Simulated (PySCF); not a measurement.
C₂H₆O, SMILES COC. Atoms are numbered in the order given.

```xyz
9

C      1.1719     0.0000    -0.1949
O      0.0000     0.0000     0.5882
C     -1.1719     0.0000    -0.1949
H      1.2270    -0.8906    -0.8353
H      1.2270     0.8906    -0.8353
H      2.0207     0.0000     0.4872
H     -1.2270    -0.8906    -0.8353
H     -2.0207     0.0000     0.4872
H     -1.2270     0.8906    -0.8353
```
Charge 0, spin multiplicity 1.

Geometry: B3LYP-D3(BJ)/def2-TZVP.

Two levels are set side by side: PBE/pcSseg-1 (PySCF) and PBE0/pcSseg-1 (PySCF). GIAO shifts against H2O (¹⁷O), TMS (¹H), TMS (¹³C) at the same level; non-relativistic, no solvent, atoms listed together averaged. Differences are taken from unrounded values.

| quantity | PBE |
|---|---|
| δ(¹³C) of C1, C3 (ppm) | 64.9 |
| δ(¹⁷O) of O2 (ppm) | 17.2 |

These are the PBE values. What does PBE0 give? (An estimate is asked for; the answer gives what the named calculation found.)


| quantity | PBE0 | PBE minus PBE0 |
|---|---|---|
| δ(¹³C) of C1, C3 (ppm) | 62.5 | 2.4 |
| δ(¹⁷O) of O2 (ppm) | 2.2 | 15.0 |

Rough cost on one machine, each run with all the roots and properties that it gave: PBE0 against PBE within a factor of 2.
